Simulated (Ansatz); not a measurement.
The reference is V in the bcc (W type) structure (space group Im-3m, No. 229; a = 2.997 Å).

Level of theory: plane-wave PAW DFT at the PBE level (Ansatz, a quantum-chemistry and plane-wave program, 420 eV), scalar-relativistic without spin-orbit coupling, earlier PAW set.

It is then changed as follows: full substitution V → Ta, then cell and atoms are relaxed.

Measured lattice parameter a: V 3.021 Å (static lattice; corrected from measurement; as listed in Daniel Mejia-Rodriguez, S. B. Trickey, Phys. Rev. B (2018)); Ta 3.299 Å (static lattice; corrected from measurement; as listed in Daniel Mejia-Rodriguez, S. B. Trickey, Phys. Rev. B (2018)).

Question: How well does PBE reproduce the measured shift?

Answer: With PBE the lattice parameter a moves by +0.322 Å (2.997 → 3.320) against +0.278 Å measured.

Stability against distortions was not tested. Seeded moments were not kept for the base. The final runs are not spin-polarised.
